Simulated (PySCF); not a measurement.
PySCF input (CCSD(T)/cc-pVDZ):

```python
from pyscf import gto, scf, mp, cc as ccmod

mol = gto.M(
    atom='''
    S    -0.00000000   -0.00000000   -1.55168481
    C     0.00000000    0.00000000    0.00000000
    S     0.00000000    0.00000000    1.55168481
    ''',
    basis='cc-pvdz',
    charge=1,
    spin=1,
    symmetry='D2h',
    verbose=4,
)

mf = scf.UHF(mol)
mf.conv_tol = 1e-10
mf.max_cycle = 100
mf.kernel()
mp2 = mp.MP2(mf, frozen=11).run()
cc = ccmod.CCSD(mf, frozen=11)
cc.max_cycle = 100
cc.kernel()
et = cc.ccsd_t()
print(f'E(CCSD(T)) = {cc.e_tot + et:.9f}')
```

End of the output:

```
Extra cycle  E= -832.601662181814  delta_E= -9.21e-12  |g|= 1.6e-06  |ddm|= 4.01e-06
converged SCF energy = -832.601662181814  <S^2> = 1.016445  2S+1 = 2.2507288

******** <class 'pyscf.mp.ump2.UMP2'> ********
nocc = (np.int64(8), np.int64(7)), nmo = (39, 39)
frozen orbitals 11
E(UMP2) = -832.938168910361  E_corr = -0.336506728547016
E(SCS-UMP2) = -832.925121669213  E_corr = -0.32345948739917
E_corr(same-spin) = -0.0927099079122114
E_corr(oppo-spin) = -0.243796820634805

******** <class 'pyscf.cc.uccsd.UCCSD'> ********
CC2 = 0
CCSD nocc = (np.int64(8), np.int64(7)), nmo = (39, 39)
frozen orbitals 11
max_cycle = 100
direct = 0
conv_tol = 1e-07
conv_tol_normt = 1e-06
diis_space = 6
diis_start_cycle = 0
diis_start_energy_diff = 1e+09
Init t2, MP2 energy = -0.33650673118109
Init E_corr(UCCSD) = -0.336506731183398
cycle = 1  E_corr(UCCSD) = -0.350269336713828  dE = -0.0137626055  norm(t1,t2) = 0.12164
cycle = 2  E_corr(UCCSD) = -0.365641970501294  dE = -0.0153726338  norm(t1,t2) = 0.0500611
cycle = 3  E_corr(UCCSD) = -0.368494031836602  dE = -0.00285206134  norm(t1,t2) = 0.0367714
cycle = 4  E_corr(UCCSD) = -0.375857456529307  dE = -0.00736342469  norm(t1,t2) = 0.0229415
cycle = 5  E_corr(UCCSD) = -0.375458691776819  dE = 0.000398764752  norm(t1,t2) = 0.00672663
cycle = 6  E_corr(UCCSD) = -0.375584182266026  dE = -0.000125490489  norm(t1,t2) = 0.00221509
cycle = 7  E_corr(UCCSD) = -0.375722551048938  dE = -0.000138368783  norm(t1,t2) = 0.000815692
cycle = 8  E_corr(UCCSD) = -0.375707432579495  dE = 1.51184694e-05  norm(t1,t2) = 0.000234221
cycle = 9  E_corr(UCCSD) = -0.375708664040047  dE = -1.23146055e-06  norm(t1,t2) = 9.98245e-05
cycle = 10  E_corr(UCCSD) = -0.375708234946378  dE = 4.29093669e-07  norm(t1,t2) = 2.85697e-05
cycle = 11  E_corr(UCCSD) = -0.375708364855179  dE = -1.29908801e-07  norm(t1,t2) = 1.08297e-05
cycle = 12  E_corr(UCCSD) = -0.375708162713597  dE = 2.02141583e-07  norm(t1,t2) = 4.48984e-06
cycle = 13  E_corr(UCCSD) = -0.375707862016465  dE = 3.00697131e-07  norm(t1,t2) = 1.65702e-06
cycle = 14  E_corr(UCCSD) = -0.375707799442339  dE = 6.2574126e-08  norm(t1,t2) = 8.06807e-07
UCCSD converged
E(UCCSD) = -832.9773699812566  E_corr = -0.3757077994423391
UCCSD(T) correction = -0.0191950099024989
E(CCSD(T)) = -832.996564991
```

The determinant is spin-contaminated: <S^2> is 1.02 against 0.75 for a pure state.
